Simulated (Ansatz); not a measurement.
# NH3 (singlet): wave-function methods side by side at scale of all distances = 1.000, 6-31G

How much of the correlation energy of NH3 (singlet) does each wave-function method recover here?

Program: Ansatz 0.2.0, Gaussian basis. Level of theory: 6-31G, core rule «outside noble gas», up to 1 orbitals frozen. These are calculated values, not measurements.

The runs, in order: UHF; CCSD(T) on RHF; BCCD(T) on RHF; CISD; CCSDT(Q) on RHF; CISDTQ; CCSDTQ on RHF; CASSCF and MRCISD+Q, 2 electrons in 2 orbitals; CASSCF and NEVPT2, 2 electrons in 2 orbitals; CASSCF and MRCISD+Q, 8 electrons in 7 orbitals; CASSCF and NEVPT2, 8 electrons in 7 orbitals; Full CI.

14 further runs of the same task are left out: 3 for a known fault of the program, 9 that didn't finish, 2 set aside as unsound or not needed.

**1. The system**

The geometry derives from a PBE0/def2-TZVP stationary point (not a proven minimum). All distances are scaled together.

4 atoms, charge 0, spin multiplicity 1.

Atoms are counted from 1 here; the program's logs count them from 0.

Bond lengths: N1–H2 1.012 Å, N1–H3 1.012 Å, N1–H4 1.012 Å. Angles: H2–N1–H3 107.1°, H2–N1–H4 107.1°, H3–N1–H4 107.1°.

**2. UHF**

The input, in.yaml:

```yaml
crystal:
  periodic: [false, false, false]
  atoms:
    - {symbol: N, position_ang: [0.000346, -0.000071, -0.066679]}
    - {symbol: H, position_ang: [0.938533, 0.012953, 0.313733]}
    - {symbol: H, position_ang: [-0.482601, 0.808210, 0.305505]}
    - {symbol: H, position_ang: [-0.460745, -0.820176, 0.307354]}
basis:
  gaussian: {orbitals: 6-31G}
magnetization: {spin_polarized: true, initial_magnetization: 0}
hamiltonian: {xc: hf}
output: {orbitals: {seedname: orbitals}}
```

Run with:

```console
$ ansatz run in.yaml --threads 1 --pin off --events-out ev --progress --plain --max-ram 2393MiB
```

After this run come: CCSD(T) on RHF; BCCD(T) on RHF; CISD; CCSDT(Q) on RHF; CISDTQ; CCSDTQ on RHF; CASSCF and MRCISD+Q, 2 electrons in 2 orbitals; CASSCF and NEVPT2, 2 electrons in 2 orbitals; CASSCF and MRCISD+Q, 8 electrons in 7 orbitals; CASSCF and NEVPT2, 8 electrons in 7 orbitals; Full CI.

Q: Predict the results of all the runs planned. Wanted: FCI below the RHF energy; RMP2 from FCI; RCCSD from FCI; RCCSD(T) from FCI; RCCSDT(Q) from FCI; NEVPT2 pair from FCI; MRCISD+Q pair from FCI; NEVPT2 valence from FCI; T1 diagnostic.

The runs gave:

| quantity | value |
| --- | --- |
| FCI below the RHF energy | -3.5497 eV |
| RMP2 from FCI | +38.5 kJ/mol |
| RCCSD from FCI | +4.8 kJ/mol |
| RCCSD(T) from FCI | +1.1 kJ/mol |
| RCCSDT(Q) from FCI | 0.0 kJ/mol |
| NEVPT2 pair from FCI | +32.0 kJ/mol |
| MRCISD+Q pair from FCI | +2.6 kJ/mol |
| NEVPT2 valence from FCI | +26.8 kJ/mol |
| levels within 1 kcal/mol (43 meV) | RCCSD(T), BCCD(T), RCCSDT, CISDTQ, RCCSDT(Q), RCCSDTQ, MRCISD+Q pair, MRCISD valence, MRCISD+Q valence |
| T1 diagnostic | 0.006 |
| effectively unpaired electrons | 0.02 |

What this shows: RCCSD(T) lands +1.1 kJ/mol from the yardstick (0.3 % of the correlation energy). One determinant dominates. Of the multireference levels listed MRCISD+Q valence comes nearest in total energy (0.0 kJ/mol), which doesn't show that its space is the better one. These misses are within one basis, not against nature.
